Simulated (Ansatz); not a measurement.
Stepwise reaction of dichlorosilane with hydrogen chloride, as a gas-phase model of exchange steps in deposition or etching. ΔE in kJ/mol; ΔG adds harmonic PBE0-D4 terms to CCSD(T)/CBS, at 1 bar.

Isolated molecules relaxed with PBE0-D4/def2-TZVP in Ansatz; ΔE leaves out vibrations. CCSD(T)/CBS is the MP2 limit (def2-TZVPP, def2-QZVPP) plus CCSD(T) − MP2 in def2-TZVPP, frozen cores. This one scheme is used for every species. DFT in def2-TZVPP. B3LYP here is the variant with VWN-RPA as its local correlation; programs differ in this.

| step | reaction | PBE-D4 | B3LYP-D4 | ωB97M-V | CCSD(T)/CBS | ΔG(500 K) |
| --- | --- | --- | --- | --- | --- | --- |
| 2 | `Cl[SiH](Cl)Cl` + HCl → `Cl[Si](Cl)(Cl)Cl` + H₂ | -72.4 | -70.0 | -71.6 | -69.3 | -56.7 |

Task: Give the row of step 1, `Cl[SiH2]Cl` + HCl → `Cl[SiH](Cl)Cl` + H₂. (Best estimate.)

Result: The calculation gave: 
| step | reaction | PBE-D4 | B3LYP-D4 | ωB97M-V | CCSD(T)/CBS | ΔG(500 K) |
| --- | --- | --- | --- | --- | --- | --- |
| 1 | `Cl[SiH2]Cl` + HCl → `Cl[SiH](Cl)Cl` + H₂ | -79.9 | -77.1 | -79.0 | -77.4 | -69.0 |

Task: By hand: ΔE of the 2 steps together at CCSD(T)/CBS.

Result: (-77.4) + (-69.3) = -146.7 kJ/mol, or -73.3 kJ/mol a step.

In ΔE each step is higher than the one before. All are downhill at CCSD(T)/CBS. ΔG lies between -69.0 and -56.7 kJ/mol a step. PBE-D4 differs from CCSD(T)/CBS by -3.1 to -2.5 kJ/mol a step. Isolated molecules leave out the surface, adducts and barriers. Largest T1 diagnostic: 0.009.
